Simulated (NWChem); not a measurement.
System: dimethylamine (C2H7N); SMILES N(C)C

Excerpt of the output:

```
             Northwest Computational Chemistry Package (NWChem) 7.3.0
             --------------------------------------------------------

 CS  symmetry detected

                             Geometry "geometry" -> ""
                             -------------------------

 Output coordinates in angstroms (scale by  1.889725989 to convert to a.u.)

  No.       Tag          Charge          X              Y              Z
 ---- ---------------- ---------- -------------- -------------- --------------
    1 C                    6.0000     0.22414881    -0.00097355    -1.21302700
    2 N                    7.0000    -0.57838645     0.10082880     0.00000000
    3 C                    6.0000     0.22414881    -0.00097355     1.21302700
    4 H                    1.0000     0.84685966    -0.91467579    -1.27399600
    5 H                    1.0000     0.90004697     0.86097657    -1.27254100
    6 H                    1.0000    -0.43060841     0.02791949    -2.09059700
    7 H                    1.0000    -1.27367700    -0.64255953     0.00000000
    8 H                    1.0000     0.84685966    -0.91467579     1.27399600
    9 H                    1.0000    -0.43060841     0.02791949     2.09059700
   10 H                    1.0000     0.90004697     0.86097657     1.27254100

 Effective nuclear repulsion energy (a.u.)      83.9507579634

      Symmetry information
      --------------------

 Group name             Cs
 Group number              2
 Group order               2
 No. of unique centers     6

                                 NWChem DFT Module
                                 -----------------

 Summary of "ao basis" -> "ao basis" (spherical)
 ------------------------------------------------------------------------------
       Tag                 Description            Shells   Functions and Types
 ---------------- ------------------------------  ------  ---------------------
 C                         def2-tzvpp               11       31   5s3p2d1f
 N                         def2-tzvpp               11       31   5s3p2d1f
 H                         def2-tzvpp                6       14   3s2p1d

      Symmetry analysis of basis
      --------------------------

        a'        104
        a"         87

            General Information
            -------------------
          SCF calculation type: DFT
          Wavefunction type:  closed shell.
          No. of atoms     :    10
          No. of electrons :    26
           Alpha electrons :    13
            Beta electrons :    13
          Charge           :     0
          Spin multiplicity:     1
          Use of symmetry is: on ; symmetry adaption is: on
          Maximum number of iterations: 150
          AO basis - number of functions:   191
                     number of shells:    75
          Convergence on energy requested:  1.00D-06
          Convergence on density requested:  1.00D-05
          Convergence on gradient requested:  5.00D-04

              XC Information
              --------------
                  TPSS metaGGA Exchange Functional  1.000
             TPSS03 metaGGA Correlation Functional  1.000

             Grid Information
             ----------------
          Grid used for XC integration:  medium
          Radial quadrature: Mura-Knowles
          Angular quadrature: Lebedev.
          Tag              B.-S. Rad. Rad. Pts. Rad. Cut. Ang. Pts.
          ---              ---------- --------- --------- ---------
          C                   0.70       49          10.0       434
          N                   0.65       49           8.0       434
          H                   0.35       45          11.0       434
          Grid pruning is: on
          Number of quadrature shells:   278
          Spatial weights used:  Erf1

      Superposition of Atomic Density Guess
      -------------------------------------

 Sum of atomic energies:        -133.15287263

      Non-variational initial energy
      ------------------------------

 Total energy =    -135.100556
 1-e energy   =    -343.715939
 2-e energy   =     124.664626
 HOMO         =      -0.290024
 LUMO         =       0.069900

      Symmetry analysis of molecular orbitals - initial
      -------------------------------------------------

  Numbering of irreducible representations:

     1 a'          2 a"

  Orbital symmetries:

     1 a'          2 a'          3 a"          4 a'          5 a"
     6 a'          7 a'          8 a'          9 a"         10 a"
    11 a'         12 a"         13 a'         14 a'         15 a'
    16 a"         17 a'         18 a'         19 a'         20 a"
    21 a"         22 a"         23 a'

------------------------------------------------------------
EAF file 0: "./job.aoints.0" size=450887680 bytes
------------------------------------------------------------
               write      read    awrite     aread      wait
               -----      ----    ------     -----      ----
     calls:      860         0         0         0         0
   data(b): 4.51e+08  0.00e+00  0.00e+00  0.00e+00
   time(s): 0.00e+00  0.00e+00  0.00e+00  0.00e+00  0.00e+00
rate(mb/s): 0.00e+00  0.00e+00
------------------------------------------------------------

     ---------------------------------------------
      Total Density - Mulliken Population Analysis
     ---------------------------------------------

    Atom       Charge   Shell Charges
 -----------   ------   -------------------------------------------------------
    1 C    6     6.29   0.86  1.12  0.55  0.64  0.11  1.20  1.35  0.37  0.02  0.07  0.01
    2 N    7     7.49   0.82  1.16  0.57  0.82  0.17  1.52  1.78  0.60  0.01  0.05  0.00
    3 C    6     6.29   0.86  1.12  0.55  0.64  0.11  1.20  1.35  0.37  0.02  0.07  0.01
    4 H    1     0.87   0.25  0.43  0.16  0.01  0.02  0.00
    5 H    1     0.86   0.25  0.43  0.15  0.01  0.02  0.00
    6 H    1     0.85   0.25  0.43  0.14  0.01  0.02  0.00
    7 H    1     0.76   0.23  0.38  0.09  0.02  0.04  0.01
    8 H    1     0.87   0.25  0.43  0.16  0.01  0.02  0.00
    9 H    1     0.85   0.25  0.43  0.14  0.01  0.02  0.00
   10 H    1     0.86   0.25  0.43  0.15  0.01  0.02  0.00

   convergence    iter        energy       DeltaE   RMS-Dens  Diis-err
 ---------------- ----- ----------------- --------- --------- ---------
 d= 0,ls=0.0,diis     1   -135.2030782686 -2.19D+02  3.25D-03  3.88D-01
 d= 0,ls=0.0,diis     2   -135.2226829639 -1.96D-02  2.09D-03  1.48D-01
 d= 0,ls=0.0,diis     3   -135.2265465608 -3.86D-03  8.58D-04  1.26D-01
 d= 0,ls=0.0,diis     4   -135.2389266746 -1.24D-02  1.12D-04  8.95D-04
 d= 0,ls=0.0,diis     5   -135.2390232971 -9.66D-05  3.37D-05  7.64D-05
  Resetting Diis
 d= 0,ls=0.0,diis     6   -135.2390324343 -9.14D-06  8.85D-06  7.68D-06
 d= 0,ls=0.0,diis     7   -135.2390333420 -9.08D-07  3.50D-06  2.83D-07

         Total DFT energy =     -135.239033341998
      One electron energy =     -347.242171035510
           Coulomb energy =      148.482434127284
    Exchange-Corr. energy =      -20.430054397139
 Nuclear repulsion energy =       83.950757963367

 Numeric. integr. density =       26.000006031894

                  Occupations of the irreducible representations
                  ----------------------------------------------

                     irrep           alpha         beta
                     --------     --------     --------
                     a'                8.0          8.0
                     a"                5.0          5.0

                       DFT Final Molecular Orbital Analysis
                       ------------------------------------

 Vector   11  Occ=2.000000D+00  E=-3.258890D-01  Symmetry=a'
              MO Center=  3.1D-02,  1.6D-01,  5.3D-11, r^2= 2.8D+00
   Bfn.  Coefficient  Atom+Function         Bfn.  Coefficient  Atom+Function
  ----- ------------  ---------------      ----- ------------  ---------------
    37     -0.198680   2 N  px                6      0.182304   1 C  px
    68      0.182304   3 C  px              137      0.173071   7 H  s
   109      0.165349   5 H  s               179      0.165349  10 H  s
    40     -0.157836   2 N  px                9      0.120343   1 C  px
    71      0.120343   3 C  px              136      0.115953   7 H  s

 Vector   12  Occ=2.000000D+00  E=-3.232944D-01  Symmetry=a"
              MO Center= -6.3D-02, -1.7D-02, -5.8D-11, r^2= 3.3D+00
   Bfn.  Coefficient  Atom+Function         Bfn.  Coefficient  Atom+Function
  ----- ------------  ---------------      ----- ------------  ---------------
     8      0.222219   1 C  pz               70      0.222219   3 C  pz
   123     -0.192892   6 H  s               165      0.192892   9 H  s
    39     -0.176829   2 N  pz               11      0.157470   1 C  pz
    73      0.157470   3 C  pz               42     -0.145091   2 N  pz
   122     -0.126866   6 H  s               164      0.126866   9 H  s

 Vector   13  Occ=2.000000D+00  E=-1.874614D-01  Symmetry=a'
              MO Center= -3.6D-01,  8.8D-02,  7.5D-15, r^2= 1.9D+00
   Bfn.  Coefficient  Atom+Function         Bfn.  Coefficient  Atom+Function
  ----- ------------  ---------------      ----- ------------  ---------------
    38      0.343215   2 N  py               41      0.287523   2 N  py
    44      0.239892   2 N  py               37     -0.175486   2 N  px
    43     -0.173872   2 N  px               96      0.173981   4 H  s
   152      0.173981   8 H  s                36      0.150673   2 N  s
    40     -0.150406   2 N  px               35      0.141805   2 N  s

 Vector   14  Occ=0.000000D+00  E= 2.405261D-02  Symmetry=a'
              MO Center= -4.2D-01, -6.0D-01, -5.8D-15, r^2= 6.3D+00
   Bfn.  Coefficient  Atom+Function         Bfn.  Coefficient  Atom+Function
  ----- ------------  ---------------      ----- ------------  ---------------
     5      2.009108   1 C  s                67      2.009108   3 C  s
   138     -1.260012   7 H  s                96     -0.909686   4 H  s
   152     -0.909686   8 H  s                36      0.901757   2 N  s
   124     -0.901421   6 H  s               166     -0.901421   9 H  s
   110     -0.828729   5 H  s               180     -0.828729  10 H  s

 Vector   15  Occ=0.000000D+00  E= 6.111232D-02  Symmetry=a'
              MO Center=  2.3D-01, -6.5D-02,  1.6D-15, r^2= 7.4D+00
   Bfn.  Coefficient  Atom+Function         Bfn.  Coefficient  Atom+Function
  ----- ------------  ---------------      ----- ------------  ---------------
    36     -2.470622   2 N  s                 5      2.269819   1 C  s
    67      2.269819   3 C  s               138      1.265909   7 H  s
   110     -1.233604   5 H  s               180     -1.233604  10 H  s
    96     -0.999879   4 H  s               152     -0.999879   8 H  s
    44      0.508600   2 N  py              124     -0.352394   6 H  s

 Vector   16  Occ=0.000000D+00  E= 7.180796D-02  Symmetry=a"
              MO Center=  4.1D-01, -7.8D-02,  1.2D-12, r^2= 8.9D+00
   Bfn.  Coefficient  Atom+Function         Bfn.  Coefficient  Atom+Function
  ----- ------------  ---------------      ----- ------------  ---------------
     5      3.751137   1 C  s                67     -3.751137   3 C  s
   110     -1.441733   5 H  s               180      1.441733  10 H  s
    96     -1.393621   4 H  s               152      1.393621   8 H  s
   124     -1.242775   6 H  s               166      1.242775   9 H  s
    45      0.638720   2 N  pz                4      0.385921   1 C  s

------------------------------------------------------------
EAF file 0: "./job.aoints.0" size=565706752 bytes
------------------------------------------------------------
               write      read    awrite     aread      wait
               -----      ----    ------     -----      ----
     calls:     1079         6         0      6468      6468
   data(b): 5.66e+08  3.15e+06  0.00e+00  3.39e+09
   time(s): 0.00e+00  0.00e+00  0.00e+00  0.00e+00  0.00e+00
rate(mb/s): 0.00e+00  0.00e+00
------------------------------------------------------------

     ---------------------------------------------
      Total Density - Mulliken Population Analysis
     ---------------------------------------------

    Atom       Charge   Shell Charges
 -----------   ------   -------------------------------------------------------
    1 C    6     6.07   0.86  1.12  0.52  0.57  0.08  1.31  1.20  0.31  0.02  0.07  0.01
    2 N    7     7.25   0.82  1.15  0.55  0.81  0.17  1.55  1.59  0.55  0.01  0.05  0.00
    3 C    6     6.07   0.86  1.12  0.52  0.57  0.08  1.31  1.20  0.31  0.02  0.07  0.01
    4 H    1     0.96   0.28  0.49  0.16  0.01  0.03  0.00
    5 H    1     0.95   0.28  0.51  0.13  0.01  0.03  0.00
    6 H    1     0.95   0.28  0.51  0.12  0.01  0.03  0.00
    7 H    1     0.89   0.28  0.46  0.08  0.01  0.05  0.00
    8 H    1     0.96   0.28  0.49  0.16  0.01  0.03  0.00
    9 H    1     0.95   0.28  0.51  0.12  0.01  0.03  0.00
   10 H    1     0.95   0.28  0.51  0.13  0.01  0.03  0.00

     -------------------------------------------
      Total Density - Lowdin Population Analysis
     -------------------------------------------

    Atom       Charge   Shell Charges
 -----------   ------   -------------------------------------------------------
    1 C    6     6.06   0.91  1.03  0.32  0.30  0.16  1.07  1.27  0.56  0.03  0.36  0.05
    2 N    7     6.82   0.89  1.06  0.40  0.39  0.21  1.35  1.53  0.75  0.01  0.20  0.02
    3 C    6     6.06   0.91  1.03  0.32  0.30  0.16  1.07  1.27  0.56  0.03  0.36  0.05
    4 H    1     1.01   0.26  0.41  0.18  0.02  0.13  0.03
    5 H    1     0.99   0.26  0.40  0.17  0.02  0.13  0.03
    6 H    1     1.00   0.26  0.40  0.17  0.02  0.13  0.03
    7 H    1     1.06   0.26  0.36  0.13  0.03  0.23  0.06
    8 H    1     1.01   0.26  0.41  0.18  0.02  0.13  0.03
    9 H    1     1.00   0.26  0.40  0.17  0.02  0.13  0.03
   10 H    1     0.99   0.26  0.40  0.17  0.02  0.13  0.03

     Multipole analysis of the density
     ---------------------------------

     L   x y z        total         alpha         beta         nuclear
     -   - - -        -----         -----         ----         -------
     0   0 0 0      0.000000    -13.000000    -13.000000     26.000000

     1   1 0 0      0.084041      0.042021      0.042021     -0.000000
     1   0 1 0     -0.357175     -0.178587     -0.178587      0.000000
     1   0 0 1     -0.000000     -0.000000     -0.000000     -0.000000

     2   2 0 0    -15.636982    -22.088893    -22.088893     28.540804
     2   1 1 0      1.567180      0.097663      0.097663      1.371855
     2   1 0 1     -0.000000     -0.000000     -0.000000     -0.000000
     2   0 2 0    -15.945206    -14.474517    -14.474517     13.003828
     2   0 1 1      0.000000      0.000000      0.000000      0.000000
     2   0 0 2    -14.846668    -66.137449    -66.137449    117.428231
```

Level: TPSS/def2-TZVPP. The geometry was optimised at B3LYP/6-31G* (spherical d).

**Question.** Reconstruct the input file.

**Answer.** Several could match; the one computed here: the input that was run:
```
start job
memory heap 200 mb stack 900 mb global 1100 mb
geometry units angstroms noautoz
  C      0.221660    -0.003396     1.213027
  N     -0.578076     0.118460     0.000000
  C      0.221660    -0.003396    -1.213027
  H      0.821308    -0.932397     1.273996
  H      0.918919     0.841368     1.272541
  H     -0.432169     0.041875     2.090597
  H     -1.291754    -0.607294     0.000000
  H      0.821308    -0.932397    -1.273996
  H     -0.432169     0.041875    -2.090597
  H      0.918919     0.841368    -1.272541
end
basis spherical
  C library def2-tzvpp
  N library def2-tzvpp
  H library def2-tzvpp
end
dft
  xc xtpss03 ctpss03
  iterations 150
  semidirect filesize 400000000
  mulliken
end
task dft energy
```
